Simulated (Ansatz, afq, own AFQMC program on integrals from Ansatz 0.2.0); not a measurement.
**Where AFQMC and coupled cluster stand for CHO, doublet**

```xyz
3

O     0.0000    0.0746    0.5425
C     0.0000   -0.1522   -0.6041
H     0.0000    0.6297   -1.4126
```

Connectivity, by distances: O–CH.

Basis cc-pVDZ. Noble-gas cores (and the filled d shells of Ga–Kr and In–Xe) are frozen. Integrals, coupled cluster, full CI and functionals: Ansatz 0.2.0; the random walks run on the same integrals in our own AFQMC program. The CISD trial takes its coefficients from CCSD amplitudes. Released means that phaseless walkers are propagated on without the constraint, phases kept. Free projection: walkers drawn from exp(T), propagated without any constraint. Its projection time is finite, and what remains of the start isn't in its error. ± is one standard error of the sampling.

Determinant: ROHF, the one that the program's search chose, which needn't be the lowest solution. The geometry is a PBE0/def2-TZVP stationary point of this or a neighbouring charge and spin state.

No full CI on the walks' own integrals is used here; CCSDT(Q) serves as the reference and is uncertain by about the last step of the cluster series.

The T1 diagnostic is 0.0270 and the weight of the determinant in the CISD state is 0.891. The size of the correlated space is 11 electrons in 31 orbitals.

```json
{"level": "MP2", "correlation energy (eV)": "-8.1836"}
{"level": "CCSD", "correlation energy (eV)": "-8.4554"}
{"level": "CCSD(T)", "correlation energy (eV)": "-8.7416"}
```

Q: Estimate where phaseless AFQMC with the Hartree–Fock trial lies against CCSD(T) on the same integrals.

A: 6.9 ± 2.5 kJ/mol below CCSD(T).

Reference: CCSDT(Q), correlation energy -8.784 eV. The released energy is read at 2.40 1/Eh (meV from the phaseless value at times in 1/Eh: -4 ± 5 at 0.24, -5 ± 4 at 0.51, -6 ± 5 at 0.99, -13 ± 5 at 1.62, -15 ± 6 at 2.40).

```json
{"level": "CCSD(T)", "E − E(reference) (kJ/mol)": "4.1", "share of correlation (%)": "99.52"}
{"level": "CCSDT", "E − E(reference) (kJ/mol)": "2.5", "share of correlation (%)": "99.71"}
{"level": "ph-AFQMC/HF", "E − E(reference) (kJ/mol)": "-2.8 ± 2.5", "share of correlation (%)": "100.33"}
{"level": "ph-AFQMC/CISD", "E − E(reference) (kJ/mol)": "0.4 ± 0.5", "share of correlation (%)": "99.96"}
{"level": "released AFQMC", "E − E(reference) (kJ/mol)": "-1.1 ± 0.6", "share of correlation (%)": "100.13"}
{"level": "free AFQMC", "E − E(reference) (kJ/mol)": "-0.4 ± 0.4", "share of correlation (%)": "100.05"}
```

Free projections are given only where their last times agree within the noise and don't stop above the reference; a slow remainder of the start can still hide under it. A walk keeps the symmetry of its determinant, which the program's search chose and which needn't be the lowest solution, so a lower state of the same spin and another symmetry isn't excluded. Released energies are given only where the last usable release times agree within the noise; a slower fall can still hide under it.
